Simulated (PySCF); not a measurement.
A structure optimised at r2SCAN-D4/def2-SVP, used in a PySCF frequency run:

```xyz
10

C     -0.1091     1.8510     0.0000
C      0.4009     0.6058     0.0000
C     -0.4009    -0.6058     0.0000
C      0.1091    -1.8510     0.0000
H     -1.1918     2.0188     0.0000
H      0.5344     2.7347     0.0000
H      1.4909     0.4692     0.0000
H     -1.4909    -0.4692     0.0000
H     -0.5344    -2.7347     0.0000
H      1.1918    -2.0188     0.0000
```
Charge 0, spin multiplicity 1.

Task: Write its SMILES, formula and point group.

Result: C=CC=C, C₄H₆, C2h

Task: What are its rotational constants (standard atomic weights)?

Result: 41.888, 4.3999, 3.9817 GHz
